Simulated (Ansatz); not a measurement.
# HOF: a ladder of functionals and wavefunction methods

One table from this session's results is given with a row withheld; the runs are named, their logs left out.

Method: functionals in def2-TZVPP, the program's frozen cores in correlated methods; program: Ansatz 0.2.0, Gaussian basis.

Plan: LDA (SPW92), PBE-D4, revPBE-D4, BLYP-D4, r2SCAN-D4, B97M-V, PBE0-D4, B3LYP-D4, r2SCANh-D4, r2SCAN0-D4, HSE06-D4, BHLYP-D4, CAM-B3LYP-D4, LC-ωPBE, ωB97X-V, ωB97M-V, B2PLYP, PBE-QIDH; CCSD(T)/def2-SVP; CCSD(T)/def2-TZVPP; CCSD(T)/def2-QZVPP; extrapolation to the limit; RPA on PBE.

### The geometry

The geometry comes from an earlier relaxation with PBE0-D4 in a triple-zeta def2 set; it is a stationary point.

SMILES `OF`, 3 atoms, charge 0, spin multiplicity 1.

Atoms are counted from 1 here; the program's logs count them from 0.

Bond lengths: O1–F2 1.406 Å, O1–H3 0.969 Å. Angles: F2–O1–H3 99.1°.

Set-up of the first run:

in.yaml

```yaml
crystal:
  periodic: [false, false, false]
  atoms:
    - {symbol: O, position_ang: [0.430617, -0.210325, 0.216347]}
    - {symbol: F, position_ang: [-0.221954, 1.014618, -0.011006]}
    - {symbol: H, position_ang: [-0.208662, -0.804293, -0.205340]}
basis:
  gaussian: {orbitals: def2-TZVPP}
hamiltonian: {xc: lda}
output: {orbitals: {seedname: orbitals}}
```

On the command line:

```console
ansatz run in.yaml --threads 2 --pin off --events-out ev --progress --plain --max-ram 32768MiB --backend cpu
```

Steps of the session up to this table: LDA; PBE-D4 (GGA); revPBE-D4 (GGA); BLYP-D4 (GGA); r2SCAN-D4 (meta-GGA); B97M-V (meta-GGA); PBE0-D4 (hybrid); B3LYP-D4 (hybrid); r2SCANh-D4 (hybrid); r2SCAN0-D4 (hybrid); HSE06-D4 (hybrid); BHLYP-D4 (hybrid); CAM-B3LYP-D4 (range-separated); LC-ωPBE (range-separated); ωB97X-V (range-separated); ωB97M-V (range-separated); B2PLYP (double hybrid); PBE-QIDH (double hybrid).

One of the session's tables, all rows but one given; the rest of the session is left out.

It belongs to the step «Orbital energies across the functionals». 

| functional | HOMO (eV) | gap (eV) |
| --- | --- | --- |
| LDA (SPW92) | -7.23 | 4.21 |
| PBE-D4 | -7.04 | 4.39 |
| revPBE-D4 | -6.97 | 4.45 |
| BLYP-D4 | -7.04 | 4.42 |
| r2SCAN-D4 | -7.53 | 5.25 |
| B97M-V | -7.73 | 5.75 |
| PBE0-D4 | ? | ? |
| B3LYP-D4 | -8.90 | 7.46 |
| r2SCANh-D4 | -8.32 | 6.68 |
| r2SCAN0-D4 | -9.51 | 8.81 |
| HSE06-D4 | -8.75 | 7.40 |
| BHLYP-D4 | -11.31 | 11.90 |
| CAM-B3LYP-D4 | -10.81 | 11.03 |
| LC-ωPBE | -12.12 | 13.73 |
| ωB97X-V | -11.78 | 13.40 |
| ωB97M-V | -11.74 | 13.26 |

Estimate the missing values for PBE0-D4.

The run gave: HOMO (eV): -9.17; gap (eV): 8.22. In the column «HOMO (eV)» it lies between r2SCAN0-D4 (-9.51) and B3LYP-D4 (-8.90).
